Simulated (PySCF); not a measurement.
## Dipole moment and polarisability of `F/C=C\F`

Species: C2H2F2.
Numbering: `[F:1]/[CH:2]=[CH:3]\[F:4]` (hydrogens: H5 on C2; H6 on C3)

Geometry (PBE0-D3(BJ)/def2-TZVP, Å), atoms numbered from 1 in this order:
```xyz
6
C2H2F2 angstrom
F     -1.3593    0.9835    0.4083
C     -0.5059   -0.0364    0.4193
C      0.5490   -0.0941   -0.3722
F      0.8456    0.8633   -1.2459
H     -0.7434   -0.8187    1.1277
H      1.2393   -0.9270   -0.3591
```

Level: CAM-B3LYP/aug-cc-pVTZ (PySCF), static field, nuclei fixed, core orbitals frozen in the response. The polarisability tensor in these axes (au):

```
x   31.35 -1.69 -6.45
y   -1.69 25.95 -1.50
z   -6.45 -1.50 27.79
```

Give the principal values, the mean and the anisotropy Δα = √{½[(α1 − α2)² + (α2 − α3)² + (α1 − α3)²]}.

Principal values 21.72, 27.10 and 36.28 au; mean 28.36 au = 4.20 Å³ = 4.68 × 10⁻⁴⁰ C²·m²/J; Δα = 12.75 au (45 % of the mean).

What is the dipole moment, and where does it point?

(0.58, -2.07, 0.92) D, 2.34 D in size, pointing from the negative to the positive side. Measured along this direction, the outermost atoms are F1 and F4 at the negative end and H6 and H5 at the positive end.

Find the Langevin capture rate constant for H3+ (3.023 u) meeting this molecule (64.012 u), k = 2.342 × 10⁻⁹ cm³/s × √(α in Å³ / reduced mass in u).

The reduced mass is 2.89 u, so k = 2.83 × 10⁻⁹ cm³/s. The formula leaves out the permanent dipole, which adds to the capture rate.

Along which axes do the principal values lie, and how far do the nuclei extend along each?

Largest value along (0.80, -0.04, -0.60), where the nuclei span 2.76 Å; middle along (-0.25, 0.88, -0.40), 2.03 Å; least along (0.55, 0.47, 0.70), 0.00 Å. The response follows the extents in order.

What depolarisation ratio follows for Rayleigh scattering of linearly polarised light, taking the static tensor?

ρ = 3Δα²/(45ᾱ² + 4Δα²) = 487.7/(36203 + 650.3) = 0.0132.

What are the principal values of the traceless quadrupole moment, Θ = ½Σq(3rr − r²1), about the centre of nuclear charge?

-1.39, -0.90, 2.30 D·Å. The values depend on the origin, since the dipole doesn't vanish. The electronic extent ⟨r²⟩ about the same centre is 250 bohr², a root-mean-square distance of 1.48 Å for the 32 electrons.

Isolated species at its PBE0-D3(BJ)/def2-TZVP geometry, gas phase.
